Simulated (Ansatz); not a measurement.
Ideal-gas functions of HMgS (`[Mg][SH]`) radical at 500 K and 1 bar, from an Ansatz frequency run at PBE0-D4/def2-TZVP.

Molar mass 57.38 g/mol, point group Cs (symmetry number 1), electronic degeneracy 2, moments of inertia 1.767, 75.845, 77.612 u Å². Harmonic wavenumbers (cm⁻¹, unscaled): 405, 489, 2693.

Use S(trans) = R[1.5 ln M + 2.5 ln T − 1.1517]; rotational temperatures θ = 24.2544 K / I; S(rot) = R[ln(√π/σ · √(T³/θAθBθC)) + 1.5]; for each mode x = 1.438777 ν̃/T, S = R[x/(eˣ − 1) − ln(1 − e⁻ˣ)] and H = RT x/(eˣ − 1); 1 cm⁻¹ = 0.0119627 kJ/mol; R = 8.31446 J/(mol·K).

**Question.** By hand: the entropy, in J/(mol·K).

**Answer.** Translation 170.1. Rotation: θ = 13.7263, 0.3198, 0.3125 K, giving 93.4. Vibration, mode by mode: 7.50, 6.13, 0.03, in all 13.7. Electronic 5.8. Sum 283.0 J/(mol·K).

**Question.** By hand: H − E and G − E in kJ/mol, counted from the electronic energy.

**Answer.** Zero-point energy ½ × 3587 × 0.0119627 = 21.5; thermal vibration 4.1; translation, rotation and pV give 4 RT = 16.6. H − E = 42.2 kJ/mol, and G − E = 42.2 − 500 × 283.0/1000 = -99.3 kJ/mol.

Vibration gives 5 % of the entropy.
